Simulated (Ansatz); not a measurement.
Relaxing germanium (diamond)

Computed with DFT, PBE, plane waves (420 eV) with PAW, scalar-relativistic (Ansatz 0.2.0).

k-point mesh 5×5×5, Fermi-Dirac smearing 0.05 eV, no spin polarisation. Cell and atoms relax.

Starting structure:

```
Ge
1.0
     0.00000    2.82868    2.82868
     2.82868    0.00000    2.82868
     2.82868    2.82868    0.00000
Ge
2
Direct
  0.50000 0.50000 0.50000
  0.75000 0.75000 0.75000
```

The pressure at the start is 3.8 GPa. By how much does the volume change?

From 22.63 to 24.04 Å³ per atom, 6.2 %. The final cell has a = 5.772 Å.

How much energy does the relaxation gain?

16.3 meV per atom.

Path of the relaxation (the plane waves are chosen anew near the end, which can shift the energy a little):

| step | E − E(final) (meV/atom) | V (Å³/atom) | P (GPa) | max force (eV/Å) |
| --- | --- | --- | --- | --- |
| 0 | 16.29 | 22.633 | 3.83 | 0.000 |
| 1 | 1.18 | 23.673 | 0.90 | 0.000 |
| 2 | 0.23 | 24.013 | 0.06 | 0.000 |
| 3 | 0.23 | 24.037 | 0.00 | 0.000 |
| 4 | 0.00 | 24.037 | 0.01 | 0.000 |
